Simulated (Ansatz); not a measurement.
Cuprite Ag2O was calculated with PBE (Ansatz, a program for electronic structure, plane waves, PAW).

Total energies, extrapolated to zero smearing (they compare only within this program, potentials and cutoff; free atoms with spin allowed, lowest state found):

```json
[
 {"system": "cuprite Ag2O, relaxed", "energy (eV/atom)": "-5248.7846"},
 {"system": "free Ag atom", "energy (eV/atom)": "-7588.0289"},
 {"system": "free O atom", "energy (eV/atom)": "-561.8508"}
]
```

Problem. Work out the cohesive energy per atom.

Solution. E_coh = [2 × (-7588.0289) + 1 × (-561.8508)]/3 − (-5248.7846) = 2.82 eV/atom. The reference value is 2.95 ± 0.03 eV/atom (worked out here from tabulated enthalpies at 298 K, copied from a table, unchecked, brought to a static lattice with a Debye model, atoms in their spin–orbit ground levels; inputs from the CRC Handbook), a difference of -0.13 eV/atom.

The PAW data were made under PBE.
